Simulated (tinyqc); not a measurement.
Inside a calculation. Method: UHF in the sto-3g basis, for H2O, spin multiplicity 3. This run ends on a higher stationary point, not on the lowest solution. One step of it, computed by the program tinyqc.

Problem. Iteration 2: DIIS coefficients. Solve [B -1; -1 0][c; lambda] = [0; -1] for the coefficients, which sum to one.

B (overlaps of the stored error matrices):
```
               1              2
1  6.5981083e-01  1.2301370e-01
2  1.2301370e-01  3.9025243e-02
```

Give: DIIS coefficients.

Solution.

DIIS coefficients: -0.1855  1.1855
